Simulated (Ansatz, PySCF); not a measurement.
Molecule: allene, C₃H₄, net charge 0, singlet state. 
Coordinates optimised at B3LYP-D3(BJ)/def2-TZVP (Ansatz, a quantum-chemistry and plane-wave program):
```xyz
7

C      0.0000     0.0000     0.0000
C     -0.0052     0.0000     1.3001
C      0.0052     0.0000    -1.3001
H     -0.0108     0.9262     1.8632
H     -0.0040    -0.9263     1.8631
H      0.9337     0.0035    -1.8595
H     -0.9188    -0.0034    -1.8668
```

Wanted: atomisation energy (electronic, to ground-state atoms); the coupled-cluster value holds the core correlation from cc-pwCVTZ, in kcal/mol. Correlated levels leave the core frozen unless marked. Open shells are spin-unrestricted. Spin-orbit coupling is left out. No relativistic terms. CBS marks a two-point X^-3 extrapolation of the correlation energy; Hartree-Fock from the larger set. [CCSD(T)-MP2]/basis is that difference in the basis named.

Level to compare with: RI-MP2/CBS(aug-cc-pVTZ,aug-cc-pVQZ)+[CCSD(T)-MP2]/aug-cc-pVTZ plus the core term (Ansatz), 705.1 kcal/mol. It is a level with limits of its own, and the differences hold the functionals' basis error too.

Task: Rank these functionals by how close they come to RI-MP2/CBS(aug-cc-pVTZ,aug-cc-pVQZ)+[CCSD(T)-MP2]/aug-cc-pVTZ, closest first: PBE/def2-TZVPD (Ansatz); LC-wPBE/def2-TZVPD (Ansatz); MN15/def2-TZVPD (PySCF).

Result: MN15/def2-TZVPD (hybrid meta-NGA, 703.6 kcal/mol, difference -1.5), LC-wPBE/def2-TZVPD (range-separated hybrid, 701.2 kcal/mol, difference -3.9), PBE/def2-TZVPD (GGA, 723.4 kcal/mol, difference 18.3)
